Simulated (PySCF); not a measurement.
1,2-dimethylhydrazine, C₂H₈N₂.
Bonds: C1–N2, N2–N3, N3–C4. Hydrogens: H5, H6, H7 on C1; H8 on N2; H9 on N3; H10, H11, H12 on C4.

Method used: PySCF, PBE0-D3(BJ)/def2-SVP geometry optimisation, gas phase.

Q: List the bond lengths, angles and torsions at this level.

A: 
```csv
bond,length (Å)
"C1–N2, N3–C4",1.439
N2–N3,1.393
C1–H5 and 3 like bonds,1.101
"C1–H7, C4–H12",1.113
"N2–H8, N3–H9",1.024
```

Bonds in one row agree within 0.01 Å and their mean is given. A selection of angles:
```csv
angle,degrees
N2–C1–H5,109.4
N2–C1–H7,114.5
H5–C1–H6,108.4
C1–N2–N3,112.3
C1–N2–H8,110.7
N3–N2–H8,112.2
```

Torsions: C1–N2–N3–C4 157° (antiperiplanar). The mirror-image conformer, all signs reversed, is as good.

N2 (hydrazine nitrogen) is pyramidal (angles 112.3°, 112.2° and 110.7°, sum 335.2°, 0.37 Å off the plane of its three neighbours).

Point group: C2 (tolerance 0.08 Å). Stationary, but not proved a minimum. The numbers are those of one conformer.
